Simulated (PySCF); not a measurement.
**UCCSD(T)/STO-3G run of SiH2OF (SMILES O[SiH]F)**

Aim: the energy change on altering one bond length of SiH2OF at UCCSD(T)/STO-3G, from 2 runs. The job is set up through a Python script.

Program for the calculation: PySCF 2.14.0.

12 further runs of the same task are left out: 1 that didn't finish, 11 set aside as unsound or not needed.

### 1 The molecule

SiH2OF has 5 atoms, charge 0, and is taken as a doublet. SMILES: `O[SiH]F`. The coordinates come from a PBE0-D4/def2-TZVP relaxation. This is one conformer, not always the lowest.

Bond lengths: O1–Si2 1.636 Å, Si2–F3 1.603 Å, O1–H4 0.959 Å, Si2–H5 1.490 Å. Angles: O1–Si2–F3 110.5°, O1–Si2–H5 105.3°, F3–Si2–H5 107.6°, Si2–O1–H4 119.2°.

### 2 The energy at UCCSD(T)/STO-3G

Contents of calc.py:

```python
from pyscf import gto, cc

mol = gto.Mole()
mol.atom = [
    ('O', (-0.615200, -0.884600, -0.276300)),
    ('Si', (0.283900, 0.245700, 0.493100)),
    ('F', (0.207000, 1.646500, -0.283100)),
    ('H', (-1.564500, -0.765100, -0.338000)),
    ('H', (1.688800, -0.242600, 0.404400)),
]
mol.spin = 1
mol.basis = 'sto-3g'
mol.verbose = 3
mol.charge = 0
mol.max_memory = 1860
mol.build()

mf = mol.UHF()
mf.conv_tol = 1e-10
mf.kernel()
if not mf.converged:
    mf = mf.newton().run(mf.mo_coeff, mf.mo_occ)

mycc = cc.CCSD(mf, frozen=7)
mycc.kernel()
e_t = mycc.ccsd_t()
energy = mycc.e_tot + e_t
print('Final energy', energy)
```

Started as:

```bash
$ OMP_NUM_THREADS=1 python calc.py
```

The program printed:

```text
converged SCF energy = -458.615018768043  <S^2> = 0.75467921  2S+1 = 2.0046738
E(UCCSD) = -458.7157694366516  E_corr = -0.1007506686083914
UCCSD(T) correction = -0.00403925965943681
Final energy -458.7198086963111
```

Run time: 0.95 s. Hardware: 1 thread of Arm Neoverse V1, shared host; peak memory 0.12 GiB.

### 3 The distorted shape

Contents of calc.py:

```python
from pyscf import gto, scf, cc

molecule = gto.M(
    atom=[
    ('O', (-1.317674, -0.640442, -0.231948)),
    ('Si', (-0.418574, 0.489858, 0.537452)),
    ('F', (-0.495474, 1.890658, -0.238748)),
    ('H', (-2.266974, -0.520942, -0.293648)),
    ('H', (1.688800, -0.242600, 0.404400)),
],
    verbose=3,
    spin=1,
    charge=0,
    max_memory=1860,
    basis='sto-3g',
)

mf = scf.UHF(molecule)
mf.conv_tol = 1e-10
mf.kernel()
if not mf.converged:
    mf = mf.newton().run(mf.mo_coeff, mf.mo_occ)

mycc = cc.CCSD(mf, frozen=7)
mycc.kernel()
e_t = mycc.ccsd_t()
etot = mycc.e_tot + e_t
print(f'total energy: {etot:.8f} hartree')
```

Started as:

```bash
$ OMP_NUM_THREADS=1 python calc.py
```

The program printed:

```text
converged SCF energy = -458.520777676147  <S^2> = 0.94291199  2S+1 = 2.1844102
E(UCCSD) = -458.6288302624311  E_corr = -0.108052586283829
UCCSD(T) correction = -0.00696660949721959
total energy: -458.63579687 hartree
```

It took 0.91 s on 1 thread of Arm Neoverse V1, shared host; peak memory 0.1 GiB.

### 4 Summary of results

Level: UCCSD(T)/STO-3G, 7 core orbitals frozen.

```
                                                                   quantity          value
                                                  first shape: total energy  -458.71981 Eh
                          first shape: dipole moment (Hartree–Fock density)         1.82 D
    first shape: HOMO energy (Hartree–Fock orbitals) (highest over α and β)       -6.08 eV
     first shape: LUMO energy (Hartree–Fock orbitals) (lowest over α and β)        6.02 eV
                   first shape: correlation energy (7 core orbitals frozen)     -104.8 mEh
                                                first shape: (T) correction      -4.04 mEh
                             first shape: ⟨S²⟩ of the reference determinant          0.755
                                                 first shape: T1 diagnostic          0.016
                                              distorted shape: total energy  -458.63580 Eh
                      distorted shape: dipole moment (Hartree–Fock density)         1.61 D
distorted shape: HOMO energy (Hartree–Fock orbitals) (highest over α and β)       -6.26 eV
 distorted shape: LUMO energy (Hartree–Fock orbitals) (lowest over α and β)        5.84 eV
               distorted shape: correlation energy (7 core orbitals frozen)     -115.0 mEh
                                            distorted shape: (T) correction      -6.97 mEh
                         distorted shape: ⟨S²⟩ of the reference determinant          0.943
                                             distorted shape: T1 diagnostic          0.031
         energy change with the Si2–H5 bond stretched from 1.490 to 2.235 Å       2.286 eV
```

What this shows: With the Si2–H5 bond stretched from 1.490 to 2.235 Å the energy rises by 2.29 eV (53 kcal/mol). The first shape isn't relaxed at this level, so the change isn't measured from a minimum. The minimal basis adds a large error of its own. Mulliken charges (first shape) of the mean-field density run from -0.49 on O1 to +0.83 on Si2; they depend strongly on the basis. The triples (first shape) make up 3.9 % of the correlation energy. ⟨S²⟩ (distorted shape) is 0.94 where a pure doublet has 0.75: the reference is spin-contaminated. Mulliken charges (distorted shape) of the mean-field density run from -0.51 on O1 to +0.76 on Si2. The triples (distorted shape) make up 6.1 % of the correlation energy.
